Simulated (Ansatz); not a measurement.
A nudged elastic band was laid between two geometries of C2H6N2 (10 atoms, charge 0, multiplicity 1).

All numbers below come from RKS PBE-D4/STO-3G in Ansatz 0.2.0.

```
movable images  : 7
climbing image  : yes
spring          : 5.0 eV/Å²
optimiser       : fire
start path      : IDPP
force threshold : 0.05 eV/Å
iteration limit : 60
end points      : relaxed
largest step    : 0.02 Å
```

First end point:

```xyz
10
Properties=species:S:1:pos:R:3
C -1.258 0.315 -0.406
C 0.000 -0.003 -0.002
N 0.822 -1.059 -0.600
N 0.716 0.664 1.089
H -1.796 -0.307 -1.131
H -1.771 1.203 -0.018
H 1.242 -1.621 0.201
H 0.161 -1.731 -1.091
H 1.700 0.870 0.739
H 0.266 1.617 1.223
```

Last end point:

```xyz
10
Properties=species:S:1:pos:R:3
C -1.348 0.169 -0.138
C -0.029 -0.054 0.111
N 0.633 -1.340 -0.130
N 0.815 0.867 0.879
H -1.973 -0.598 -0.610
H -1.832 1.105 0.167
H 0.088 -1.830 -0.899
H 1.591 -1.148 -0.554
H 1.757 0.945 0.388
H 0.381 1.832 0.789
```

What changes between the two ends?

No bond is made or broken. The dihedral C1–C2–N3–H8 goes from -22 to 139°.

Give the energies along the band, and the barrier.

The run converged. The highest image is number 4 of 0 to 8, 28.0 kJ/mol above the first end and 18.2 kJ/mol above the last; the last end lies 9.9 kJ/mol above the first. The order of the stationary point at the top wasn't checked. Limits of this set-up: minimal basis.

```tsv
image	path coordinate (Å)	energy (kJ/mol)	dihedral C1–C2–N3–H8 (°)
0	0.00	0.0	-22
1	0.41	3.8	-3
2	0.83	13.5	15
3	1.25	23.6	35
4	1.68	28.0	57
5	2.08	25.3	78
6	2.48	18.4	99
7	2.89	12.1	119
8	3.30	9.9	139
```

What is the geometry of the highest image?


```xyz
10
Properties=species:S:1:pos:R:3:forces:R:3
C -1.303 0.048 0.010 0.00 0.00 0.01
C 0.053 0.012 0.083 -0.01 0.01 0.01
N 0.947 -1.131 -0.340 0.00 0.01 -0.01
N 0.848 1.051 0.704 0.02 0.01 0.00
H -1.885 -0.804 -0.361 0.02 -0.03 -0.02
H -1.864 0.934 0.339 -0.02 -0.04 0.00
H 0.490 -1.992 0.105 -0.01 0.02 0.00
H 0.689 -1.286 -1.369 -0.04 0.01 0.00
H 1.765 1.139 0.181 0.00 -0.03 0.04
H 0.342 1.979 0.651 0.03 0.04 -0.03
```

Run time: 3.7 min on 1 thread of Arm Neoverse V2 (shared host), peak memory 0.18 GiB.
